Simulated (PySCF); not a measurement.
Methyl propyl ketone, C₅H₁₀O.
SMILES with atom numbers: `[CH3:1][CH2:2][CH2:3][C:4]([CH3:5])=[O:6]` (hydrogens: H7, H8, H9 on C1; H10, H11 on C2; H12, H13 on C3; H14, H15, H16 on C5)

Geometry (PBE0-D3(BJ)/def2-TZVP, Å), atoms numbered from 1 in this order:
```xyz
16
C5H10O angstrom
C     -2.3955    0.3316    0.5133
C     -1.2553   -0.4345   -0.1342
C      0.0924    0.2080    0.1239
C      1.2671   -0.5584   -0.4374
C      2.6179    0.0945   -0.2970
O      1.1348   -1.6328   -0.9689
H     -2.4346    1.3655    0.1582
H     -3.3595   -0.1304    0.2916
H     -2.2857    0.3622    1.6013
H     -1.4143   -0.5096   -1.2133
H     -1.2320   -1.4642    0.2312
H      0.2666    0.3274    1.2019
H      0.1288    1.2279   -0.2796
H      2.8080    0.3657    0.7446
H      3.3957   -0.5768   -0.6556
H      2.6413    1.0227   -0.8760
```

Computed with PySCF at wB97X-D/pcSseg-2, non-relativistic, on one gas-phase PBE0-D3(BJ)/def2-TZVP geometry that isn't relaxed in the solvent. The solvent is an IEF-PCM continuum (van der Waals radii × 1.2). Specific hydrogen bonds and non-electrostatic terms are outside this model.

Gas phase at wB97X-D/pcSseg-2: HOMO -9.08 eV, LUMO 1.55 eV, dipole 2.87 D.

Question: What does the continuum do to the energy, the frontier levels and the dipole at wB97X-D/pcSseg-2 in chloroform?

Answer: 
```
   solvent      ε  E(solvent) − E(gas) (kJ/mol)  polarisation term (kJ/mol)  distortion of the solute (kJ/mol)  HOMO (eV)  LUMO (eV)  dipole (D)
chloroform  4.711                        -16.76                      -19.56                               2.80      -9.17       1.57        3.65
```

The first energy column is the sum of the next two and covers electrostatics alone.

Question: Which radius a makes the point-dipole formula ΔE = −[(ε − 1)/(2ε + 1)]·μ²/a³ give the value in chloroform, with the gas-phase dipole?

Answer: μ = 1.129 au and |ΔE| = 0.00638 Eh give a = 2.19 Å; the farthest nucleus lies 3.51 Å from the centroid of the nuclei, so such a sphere wouldn't even hold the nuclei. The formula assumes a rigid point dipole at the centre of a sphere.

Question: Give the dipole vector in the frame of the coordinates (D, pointing from negative to positive charge), gas and chloroform.

Answer: Gas (0.18, 2.56, 1.27), solvent (0.27, 3.26, 1.62). Its length changes by +27 % and its direction by less than 1°.

The pairwise dispersion term of wB97X-D wasn't added to the energies; at a given geometry it leaves orbitals and properties as they are.
